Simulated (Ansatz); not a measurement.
Geometry optimisation, UKS BHLYP-D4/def2-SVPD in Ansatz 0.2.0.

input.yaml

```yaml
crystal:
  periodic: [false, false, false]
  atoms:
    - { symbol: B, position_ang: [-0.1514, -0.2942, 0.6727] }
    - { symbol: O, position_ang: [0.0795, 0.8305, -0.2773] }
    - { symbol: H, position_ang: [-0.8777, -1.1754, 0.3021] }
    - { symbol: H, position_ang: [1.0051, 0.5789, -0.7178] }
magnetization:
  spin_polarized: true
  initial_magnetization: 1
basis:
  gaussian: { orbitals: def2-SVPD }
hamiltonian:
  xc: { name: BHLYP }
  dispersion: d4
relax:
  f_tol: 0.02
  max_steps: 50
```

Launched with:

```bash
$ ansatz run input.yaml --threads 1 --pin off --max-ram 2048MiB --backend cpu --events-out ev --progress --plain --runs-dir out
```

Q: Where does it end, and by what steps?

A: It converged. After 5 steps the energy has fallen by 1.127 eV; H4 moved furthest, 0.40 Å.

| step | energy less start (eV) | largest force component (eV/Å) | accepted |
| --- | --- | --- | --- |
| 0 | 0.0000 | 4.086 | yes |
| 1 | -0.5676 | 2.502 | yes |
| 2 | -0.9928 | 1.946 | yes |
| 3 | -1.0713 | 1.094 | yes |
| 4 | -1.1266 | 0.058 | yes |
| 5 | -1.1268 | 0.019 | yes |

```xyz
4
Properties=species:S:1:pos:R:3
B -0.013 -0.477 0.397
O 0.132 0.532 -0.452
H -1.064 -1.034 0.540
H 1.001 0.920 -0.505
```

Whether the end is a true minimum wasn't checked by a vibrational analysis.

Time of the run: 9.1 s on 1 thread of Arm Neoverse V1, with other jobs on the host, peak memory 0.11 GiB.
